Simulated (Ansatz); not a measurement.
# [SnBr3]-: reading failed and doubtful runs

Aim: try 2 inputs for [SnBr3]- as typed, read how each ends, and find what has to change.

Computed with Ansatz 0.2.0, Gaussian basis. Level: the settings change from run to run.

1 further run of the same task is left out (set aside as unsound or not needed). Runs told in other sessions of the task aren't counted.

**1. The geometry**

The structure was relaxed beforehand with B3LYP-D4/def2-SVPD. Sn takes a core potential in def2 sets; no spin-orbit term is included.

4 atoms, charge -1, spin multiplicity 1.

Atoms are counted from 1 here; the program's logs count them from 0.

Bond lengths: Sn1–Br2 2.700 Å, Sn1–Br3 2.700 Å, Sn1–Br4 2.700 Å. Angles: Br2–Sn1–Br3 98.8°, Br2–Sn1–Br4 98.8°, Br3–Sn1–Br4 98.8°.

**2. Attempt 1**

File in.yaml:

```yaml
crystal:
  periodic: [false, false, false]
  atoms:
    - {symbol: Sn, position_ang: [0.001588, -0.089223, 0.872586]}
    - {symbol: Br, position_ang: [2.489728, 0.099449, -0.247022]}
    - {symbol: Br, position_ang: [-1.231605, 2.057229, -0.253777]}
    - {symbol: Br, position_ang: [-1.140129, -1.918963, -0.333796]}
basis:
  gaussian: {orbitals: def2-SVP, final_grid: {core_spheres: 5, valence_spheres: 4, degree: 11}}
total_charge: -1
hamiltonian: {xc: {name: B3LYP5}}
scf: {omitted_lower_state_checks: [starts]}
relax: {f_tol: 0.001, max_steps: 2}
output: {forces: true}
```

Started as:

```bash
$ ansatz run in.yaml --threads 4 --pin off --events-out ev --progress --plain --max-ram 3916MiB
```

The program printed:

```text
Functional definition: B3LYP5
  name "B3LYP5"
  cite "Stephens, Devlin, Chabalowski & Frisch, J. Phys. Chem. 98, 11623 (1994) doi:10.1021/j100096a001"
  cite "Becke, Phys. Rev. A 38, 3098 (1988) doi:10.1103/PhysRevA.38.3098"
  cite "Lee, Yang & Parr, Phys. Rev. B 37, 785 (1988) doi:10.1103/PhysRevB.37.785"
  cite "Vosko, Wilk & Nusair, Can. J. Phys. 58, 1200 (1980) doi:10.1139/p80-159"
  parameter a0 = 0.2
  parameter ax = 0.72
  parameter ac = 0.81
  exchange = (1 - a0 - ax)*slater_x + ax*b88_x + a0*exact_x
  correlation = (1 - ac)*vwn5_c + ac*lyp_c
these checks for a lower state are left out or cut short: starts
1349 factors; integrals over basis functions are off by at most 2.4e-4 eV
mean field evaluation 1: about -215941.6714 eV, gradient 1.9e1 eV
mean field evaluation 2: about -215941.1018 eV, gradient 2.0e1 eV
mean field evaluation 4: about -215942.3842 eV, gradient 4.7e-1 eV
mean field evaluation 8: about -215942.3927 eV, gradient 5.4e-2 eV
mean field evaluation 16: about -215942.3927 eV, gradient 1.2e-5 eV
mean field -215942.39269934 eV, -7935.7365606897 hartree, gradient 1.2e-5 eV, S^2 0.000000; 0 other end points of the search recorded, 0 dependent functions left out
the calculation of the forces begins
reference -215942.39282549 eV, -7935.7365653257 hartree; 64, 64 occupied and 58, 58 virtual orbitals, 1349 factors
relax step   1: F+E_penalty+E_count = -215942.39269934 eV  Δ(F+E_penalty+E_count) = +0.000e0 eV  max|allowed force component| = 1.619e0 eV/Å  Δτ_max = 0.0000 Å  (24 SCF iters, accepted)
these checks for a lower state are left out or cut short: starts, cluster_reference, orbital_swaps, neighbouring_geometries, increment
1349 factors; integrals over basis functions are off by at most 2.3e-4 eV
mean field -215942.58974195 eV, -7935.7438018722 hartree, gradient 8.0e-6 eV, S^2 0.000000; 0 other end points of the search recorded, 0 dependent functions left out
the calculation of the forces begins
reference -215942.58987480 eV, -7935.7438067545 hartree; 64, 64 occupied and 58, 58 virtual orbitals, 1349 factors
relax step   2: F+E_penalty+E_count = -215942.58974195 eV  Δ(F+E_penalty+E_count) = -1.970e-1 eV  max|allowed force component| = 4.792e-1 eV/Å  Δτ_max = 0.1862 Å  (28 SCF iters, accepted)
Error: geometry relaxation did not converge after 2 steps: max|allowed force component| = 4.79e-1 eV/Å (threshold 1.0e-3). Raise `relax.max_steps` over both its present limit and 2, loosen `relax.f_tol`, or start from a geometry closer to equilibrium. Where this run's directory can be resumed (`checkpoint.write`), a resume goes on for up to `relax.max_steps` more
```

It took 4.5 s on 4 threads of Arm Neoverse V1, shared host.

**Diagnosis.** The run did not converge. The relaxation is allowed too few steps for its threshold. The start was also shaken off the relaxed geometry, so there is far to go. Cure: raise relax.max_steps.

**3. Attempt 2**

File in.yaml:

```yaml
crystal:
  periodic: [false, false, false]
  atoms:
    - {symbol: Sn, position_ang: [-0.004096, 0.005782, 0.974139]}
    - {symbol: Xx, position_ang: [2.367981, -0.032408, -0.314652]}
    - {symbol: Br, position_ang: [-1.155493, 2.062875, -0.341782]}
    - {symbol: Br, position_ang: [-1.208391, -2.036249, -0.317706]}
basis:
  gaussian: {orbitals: def2-SVPD}
total_charge: -1
hamiltonian: {xc: {name: wB97}}
scf: {omitted_lower_state_checks: [starts]}
output: {forces: true}
```

Same command.

The program printed:

```text
Error: YAML parse error: error: line 5 column 16: `Xx` is not an element symbol (H … Og, case-exact)
 --> <input>:5:16
  |
3 |   atoms:
4 |     - {symbol: Sn, position_ang: [-0.004096, 0.005782, 0.974139]}
5 |     - {symbol: Xx, position_ang: [2.367981, -0.032408, -0.314652]}
  |                ^ `Xx` is not an element symbol (H … Og, case-exact)
6 |     - {symbol: Br, position_ang: [-1.155493, 2.062875, -0.341782]}
7 |     - {symbol: Br, position_ang: [-1.208391, -2.036249, -0.317706]}
  |
```

It took 0.05 s on 4 threads of Arm Neoverse V1, shared host.

What is wrong: The program refused the input. An element symbol is wrong. Cure: correct the symbol.

**4. How the tries ended**

| attempt | level | ended | cause | time |
| --- | --- | --- | --- | --- |
| 1 | B3LYP5/def2-SVP | not converged | the relaxation is allowed too few steps for its threshold | 4.5 s |
| 2 | wB97/def2-SVPD | refused | an element symbol is wrong | 0.05 s |

In words: 1 not converged, 1 refused. A refusal costs next to no computing time.
